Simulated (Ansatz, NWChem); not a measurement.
**Worked example: the enthalpy of formation of F2 (fluorine)**

F2: 2 atoms, total charge 0, spin state singlet. SMILES: `FF`. Geometry: relaxed at PBE0-D4/def2-TZVP.

```xyz
2

F    -0.5839    0.2124   -0.2950
F     0.5839   -0.2124    0.2950
```

Total energies at CAM-B3LYP/cc-pVTZ (NWChem 7.3.0); the atoms run unrestricted:

| species | state | energy (Eh) |
| --- | --- | --- |
| F2 | singlet | -199.539953 |
| F | doublet | -99.739393 |

Harmonic wavenumbers at PBE0/aug-cc-pVTZ, in cm⁻¹: 1105.

Measured heats of formation of the gaseous atoms at 298.15 K, in kJ/mol: F 79.4. Spin-orbit lowering of the atoms at 298 K (mean of the ground term's levels less their thermal mean, from spectra), in kJ/mol: F 1.29. Take 1 Eh = 2625.50 kJ/mol, 1 cm⁻¹ = 0.0119627 kJ/mol, RT = 2.479 kJ/mol.

Task: Work out the heat of formation of the gas at 298 K.

Result: 
1. Electronic atomisation energy: 2 × (-99.739393) − (-199.539953) = 0.061167 Eh = 160.6 kJ/mol.
2. Zero-point energy: half the sum of the wavenumbers, 552.5 cm⁻¹ = 6.6 kJ/mol.
3. Thermal vibrational enthalpy, Σ hcν̃/(exp(hcν̃/kT) − 1): 0.1 kJ/mol. Translation, rotation and pV of a linear molecule: 3.5 RT = 8.7 kJ/mol.
4. The 2 free atoms carry 5/2 RT each: 12.4 kJ/mol.
5. Spin-orbit coupling lowers the free atoms by 2 × 1.29 = 2.6 kJ/mol.
6. Atomisation enthalpy at 298 K: 160.6 − 2.6 − 6.6 − 0.1 − 8.7 + 12.4 = 155.0 kJ/mol.
7. Sum of the atoms' heats of formation: 158.8 kJ/mol. Heat of formation: 158.8 − 155.0 = +3.8 kJ/mol.

The tabulated value is 0.0 kJ/mol (Active Thermochemical Tables), so this level is off by +3.8 kJ/mol, or 2.4 % of the atomisation enthalpy. Anharmonicity and any spin-orbit splitting of the molecule are left out.
